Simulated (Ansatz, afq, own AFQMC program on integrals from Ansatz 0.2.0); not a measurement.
**Where AFQMC and coupled cluster stand for SiH2O⁺, doublet**

```xyz
4

Si    0.0000    0.0000    0.5550
O     0.0000    0.0000   -1.1214
H     0.0000    1.3319    1.1682
H     0.0000   -1.3319    1.1682
```

Connectivity, by distances: SiH2–O.

Basis cc-pVDZ. Only valence electrons are correlated. Integrals, coupled cluster, full CI and functionals: Ansatz 0.2.0; the random walks run on the same integrals in our own AFQMC program. ph-AFQMC/CISD is guided by a CISD state made of CCSD amplitudes; releasing the constraint for a short imaginary time cuts its bias at the price of noise, slowly where states lie close. Error bars are statistical, one sigma.

Determinant: UHF, the one that the program's search chose, which needn't be the lowest solution. The geometry is a PBE0/def2-TZVP stationary point of this or a neighbouring charge and spin state.

No full CI on the walks' own integrals is used here; CCSDT(Q) serves as the reference and is uncertain by about the last step of the cluster series.

The T1 diagnostic is 0.0268. The weight of the determinant in the CISD state is 0.891, the ⟨S²⟩ of the determinant is 0.762 and the size of the correlated space is 11 electrons in 36 orbitals.

```
  level  correlation energy (eV)
    MP2                  -6.0221
   CCSD                  -6.8448
CCSD(T)                  -7.0145
```

(1) Estimate where AFQMC with the constraint released lies against CCSD(T) on the same integrals.

(1) 4.6 ± 1.8 kJ/mol below CCSD(T).

Reference: CCSDT(Q), correlation energy -7.065 eV. The released energy is read at 2.40 1/Eh (meV from the phaseless value at times in 1/Eh: 2 ± 12 at 0.24, 16 ± 13 at 0.51, 23 ± 14 at 0.99, -2 ± 21 at 1.62, 8 ± 18 at 2.40).

| level | E − E(reference) (kJ/mol) | share of correlation (%) |
| --- | --- | --- |
| CCSD(T) | 4.9 | 99.28 |
| CCSDT | 1.7 | 99.75 |
| ph-AFQMC/HF | 6.3 ± 6.9 | 99.08 |
| ph-AFQMC/CISD | -0.4 ± 1.4 | 100.07 |
| released AFQMC | 0.4 ± 1.8 | 99.95 |

A walk keeps the symmetry of its determinant, which the program's search chose and which needn't be the lowest solution, so a lower state of the same spin and another symmetry isn't excluded. Released energies are given only where the last usable release times agree within the noise; a slower fall can still hide under it.
